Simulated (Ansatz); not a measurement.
This Ansatz (a first-principles code) input (PBE/jun-cc-pV(T+d)Z) gives -342.98860 Eh with 90 basis functions. A basis named .json is the Basis Set Exchange file of that set (core-valence sets with the plain set on hydrogen).

Ansatz 0.2 input:
```yaml
crystal:
  periodic: [false, false, false]
  atoms:
    - {symbol: P, position_ang: [0.00293147, 0.00160888, 0.12817703]}
    - {symbol: H, position_ang: [-0.00384980, 1.18388197, -0.65609339]}
    - {symbol: H, position_ang: [1.01199153, -0.61366513, -0.65676338]}
    - {symbol: H, position_ang: [-1.05211382, -0.59435001, -0.60979871]}
basis:
  gaussian:
    orbitals: jun-cc-pV_T+d_Z.json
hamiltonian:
  xc: {name: PBE}
magnetization: {spin_polarized: false}
```

Change:
```diff
- orbitals: jun-cc-pV_T+d_Z.json
+ orbitals: STO-3G
```

Q: What does the run give now?

A: -339.08180 Eh (PBE/STO-3G, 12 functions), a change of +3906.80 mEh.
